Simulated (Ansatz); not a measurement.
Chalcopyrite ZnGeP2, treated with rVV10 (plane waves, PAW; Ansatz, an electronic-structure program).

Numerical settings: plane-wave cutoff 520 eV, 10×10×10 k mesh, Fermi–Dirac smearing 0.01 eV, scalar-relativistic PAW data made under PBE.

Properties against volume (c/a stays at 1.974):

Shape and atoms are relaxed at each volume.

```csv
V (Å³/atom),P (GPa),direct gap at Γ (eV)
19.931,3.27,1.236
20.346,1.55,1.090
20.761,0.01,0.949
21.177,-1.37,0.813
21.592,-2.60,0.683
```

A straight line through the gaps at Γ against ln V gives a volume deformation potential dE_g(Γ)/d ln V of -6.9 eV: the gap at Γ widens under compression.

Measured, for comparison: band gap 2.05 eV (temperature not stated, no zero-point or thermal correction, pseudodirect, our sources range from 1.80 to 2.20; as tabulated in Rashkeev et al. (1999), arXiv:cond-mat/9809378).

Note: the bulk modulus comes from volumes at which shape and atoms were relaxed.

Spin–orbit coupling is not included.
